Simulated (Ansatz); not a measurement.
# CH5Si (SMILES C[SiH2]): the energy, rung by rung

CH5Si: 7 atoms, total charge 0, spin state doublet. SMILES: `C[SiH2]`. Geometry: relaxed at PBE0-D4/def2-TZVP.

```xyz
7

C    -0.1226   -0.8032    0.0952
Si    0.1762    1.0348    0.3140
H    -0.2048   -1.0549   -0.9666
H     0.6992   -1.3833    0.5195
H    -1.0471   -1.1077    0.5895
H    -0.9515    1.8464   -0.2257
H     1.4506    1.4680   -0.3260
```

Each level gives the energy change with the C1–Si2 bond stretched from 1.875 to 2.344 Å (eV). The values are calculated.

```json
{"level": "UHF/STO-3G", "kind": "Hartree–Fock", "program": "Ansatz", "value (eV)": "1.86", "less FCI/STO-3G": "+0.46", "CPU time (all runs)": "0.26 s"}
{"level": "USVWN5/STO-3G", "kind": "LDA", "program": "Ansatz", "value (eV)": "1.48", "less FCI/STO-3G": "+0.08", "CPU time (all runs)": "2.4 s"}
{"level": "U-revPBE/STO-3G", "kind": "GGA", "program": "Ansatz", "value (eV)": "1.27", "less FCI/STO-3G": "-0.13", "CPU time (all runs)": "4.2 s"}
{"level": "U-r2SCAN/STO-3G", "kind": "meta-GGA", "program": "Ansatz", "value (eV)": "1.44", "less FCI/STO-3G": "+0.04", "CPU time (all runs)": "10 s"}
{"level": "UBHLYP/STO-3G", "kind": "global hybrid", "program": "Ansatz", "value (eV)": "1.63", "less FCI/STO-3G": "+0.23", "CPU time (all runs)": "4.2 s"}
{"level": "UHSE06/STO-3G", "kind": "range-separated hybrid", "program": "Ansatz", "value (eV)": "1.53", "less FCI/STO-3G": "+0.13", "CPU time (all runs)": "5.6 s"}
{"level": "RPA@PBE/STO-3G", "kind": "RPA", "program": "Ansatz", "value (eV)": "1.30", "less FCI/STO-3G": "-0.10", "CPU time (all runs)": "4.8 s"}
{"level": "UMP2/STO-3G", "kind": "perturbation theory", "program": "Ansatz", "value (eV)": "1.59", "less FCI/STO-3G": "+0.19", "CPU time (all runs)": "0.29 s"}
{"level": "UCCSD/STO-3G", "kind": "coupled cluster or CI", "program": "Ansatz", "value (eV)": "1.42", "less FCI/STO-3G": "+0.02", "CPU time (all runs)": "0.48 s"}
{"level": "FCI/STO-3G", "kind": "exact in the basis", "program": "Ansatz", "value (eV)": "1.40", "less FCI/STO-3G": "0.00", "CPU time (all runs)": "50 s"}
```

FCI/STO-3G is exact within its basis and frozen core, so for wave-function methods in that basis the difference is their error; functionals converge differently with the basis, so for them it is only a difference. The first shape isn't each level's own minimum. The values span 1.27 to 1.86 eV. All rows use very small basis sets, so none should be taken for the real molecule's value. Times are those of the runs behind each value, whatever else they computed, on shared processors of several kinds: orders of magnitude only.
